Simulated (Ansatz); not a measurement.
ZrRe: from a trial structure to a relaxed crystal

All numbers below come from Ansatz, DFT PBE, scalar-relativistic, plane waves, PAW. Cutoff 420 eV, Γ-centred k mesh, Gaussian smearing, no spin polarisation in the final step.

This is the end of a relaxation of cell and atoms.

```yaml
crystal:
  lattice:
    - [1.57547, 0.90960, 4.27422]
    - [-1.57547, 0.90960, 4.27422]
    - [0.00000, -1.81919, 4.27422]
  atoms:
    - { symbol: Zr, position: [0.00000, 0.00000, 0.00000] }
    - { symbol: Re, position: [0.50000, 0.50000, 0.50000] }
```

Energies over the elements count from the elements' standard structures at the same level, with no empirical corrections.

Question: What space group does it have?

Answer: R-3m (No. 166). Conventional cell: a = 3.151 Å, c = 12.823 Å. Around Zr lie 6 Re at 2.81 Å and 6 Zr at 3.15 Å; Re has 6 Zr at 2.81 Å and 6 Re at 3.15 Å.

Question: What is its formation energy per atom?

Answer: 0.19 eV/atom.

Question: Is it a metal?

Answer: Yes, bands cross the Fermi level on the 24×24×24 mesh.

The final run used a 24×24×24 mesh on its 2-atom cell and 0.10 eV smearing. The k mesh leaves about 4 meV/atom of noise in metals. Spin–orbit coupling is left out. The cell came from a trial start, so ZrRe may not exist in this structure.

Cost: 3 runs of about 2.2 core-minutes in all, on Intel Xeon 6975P-C (Granite Rapids) (shared hosts).